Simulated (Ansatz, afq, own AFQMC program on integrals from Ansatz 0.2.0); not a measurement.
# NH$_{3}$⁺, doublet in 6-31G, levels against full CI

```xyz
4

N     0.0000    0.0000    0.0000
H     1.0240    0.0138   -0.0001
H    -0.5239    0.8799   -0.0028
H    -0.5001   -0.8937    0.0028
```

Basis 6-31G. Noble-gas cores (and the filled d shells of Ga–Kr and In–Xe) are frozen. AFQMC by an in-house program on the Cholesky factors that Ansatz 0.2.0 writes for its CCSD(T) run. The CISD trial takes its coefficients from CCSD amplitudes. Released means that phaseless walkers are propagated on without the constraint, phases kept. Free projection: walkers drawn from exp(T), propagated without any constraint. Its projection time is finite, and what remains of the start isn't in its error. ± is one standard error of the sampling.

Determinant: UHF, the one that the program's search chose, which needn't be the lowest solution. The geometry is a point of a scan.

Full CI on the same integrals is exact in this basis and with this determinant's frozen core.

The T1 diagnostic is 0.0071, the weight of the determinant in the CISD state is 0.959 and the ⟨S²⟩ of the determinant is 0.760. The size of the correlated space is 7 electrons in 14 orbitals.

| level | correlation energy (eV) |
| --- | --- |
| MP2 | -2.3603 |
| CCSD | -2.8075 |
| CCSD(T) | -2.8302 |

(1) Estimate where free-projection AFQMC lies against CCSD(T) on the same integrals.

(1) 10.1 ± 0.7 meV below CCSD(T).

Reference: full CI, correlation energy -2.839 eV. The released energy is read at 2.40 1/Eh (meV from the phaseless value at times in 1/Eh: 0.7 ± 0.9 at 0.24, 0.5 ± 0.7 at 0.51, 1.0 ± 0.6 at 0.99, -0.3 ± 0.7 at 1.62, 0.4 ± 0.8 at 2.40).

```tsv
level	E − E(reference) (meV)	share of correlation (%)
CCSD(T)	8.9	99.69
CCSDT	4.6	99.84
CCSDT(Q)	0.3	99.99
CCSDTQ	0.1	100.00
ph-AFQMC/HF	0.3 ± 10.9	99.99
ph-AFQMC/CISD	-0.9 ± 1.1	100.03
released AFQMC	-0.4 ± 0.8	100.02
free AFQMC	-1.2 ± 0.7	100.04
```

CCSDT and higher add their correlation energy to the determinant of the CCSD(T) run, since their own runs factorise the integrals more tightly (a shift of under 2 meV). Free projections are given only where their last times agree within the noise and don't stop above the reference; a slow remainder of the start can still hide under it. A walk keeps the symmetry of its determinant, which the program's search chose and which needn't be the lowest solution, so a lower state of the same spin and another symmetry isn't excluded. Released energies are given only where the last usable release times agree within the noise; a slower fall can still hide under it.
